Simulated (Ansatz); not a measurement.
Reaction (isomerisation): `C=C(O)OC` → `OCC1CO1`

Gas-phase electronic energies from Ansatz, PBE0-D4/def2-TZVP geometries. CCSD(T)/CBS is the MP2 limit (def2-TZVPP, def2-QZVPP) plus CCSD(T) − MP2 in def2-TZVPP, frozen cores. Functionals use def2-TZVPP. One conformer a species, not always the lowest.

(1) Is it downhill or uphill in electronic energy at CCSD(T)/CBS, and by how much? (Best estimate.)

(2) What do these levels give: PBE-D4, r2SCAN-D4, PBE0-D4, PBE, r2SCAN, CCSD/CBS(def2)? (An estimate is asked.)

Largest T1 diagnostic among the species: 0.012.

Answers

(1) Computed: Uphill: ΔE = +55.4 kJ/mol.

(2) The calculation gave: PBE-D4 55.6, r2SCAN-D4 61.8, PBE0-D4 53.1, PBE 54.9, r2SCAN 61.5, CCSD/CBS(def2) 54.6 kJ/mol.

In def2-TZVPP, CCSD(T) changes the Hartree–Fock value by −15.9 kJ/mol (the triples alone add +0.8 kJ/mol) and MP2 by −20.7 kJ/mol.
